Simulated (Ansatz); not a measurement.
`CBS` + H₂S → `SBS` + CH₄ at 400 K and 1 bar (ligand exchange at a B–C bond).

Isolated molecules relaxed with PBE0-D4/def2-TZVP in Ansatz; ΔE leaves out vibrations. CBS: MP2 limit from def2 TZ/QZ plus the TZ coupled-cluster correction, frozen cores. This one scheme is used for every species. Each species was taken in one conformer, which may not be the lowest.

```
species  CCSD(T)/CBS energy (Eh)  H − E (kJ/mol)  S (J/(mol·K))
  `CBS`               -463.66090           177.9          309.0
    H₂S               -398.97279            53.4          215.9
  `SBS`               -822.20000           106.9          307.3
    CH₄                -40.46206           131.3          197.2
```

H − E and S are ideal-gas, rigid-rotor, harmonic terms from PBE0-D4/def2-TZVP, for one conformer and one mirror image of each species. 1 Eh = 2625.50 kJ/mol, R = 8.31446 J/(mol·K).

Task: By hand: ΔE, ΔH, ΔS and ΔG.

Result: ΔE = (-822.20000) + (-40.46206) − (-463.66090) − (-398.97279) = -0.02837 Eh = -74.5 kJ/mol. Δ(H − E) = 106.9 + 131.3 − 177.9 − 53.4 = 6.9, so ΔH = -67.6 kJ/mol. ΔS = 307.3 + 197.2 − 309.0 − 215.9 = -20.4 J/(mol·K). ΔG = -67.6 − 400 × (-20.4)/1000 = -59.4 kJ/mol.

Task: By hand: the equilibrium constant, and the temperature at which ΔG would vanish if ΔH and ΔS stayed fixed.

Result: log₁₀ K = −ΔG/(RT ln 10) = 7.8. ΔG = 0 at ΔH/ΔS = 3314 K, far beyond where these terms or the molecules hold.

ΔH outweighs TΔS. A doubt of 5 kJ/mol in ΔE shifts log₁₀ K by 0.7 here. Other conformers and mirror images would add mixing entropy, several J/(mol·K) or more a flexible species. These are equilibria of isolated gas molecules and say nothing of rates. Largest T1 diagnostic: 0.014 (customary marks: 0.02 for closed shells, 0.045 for open ones).
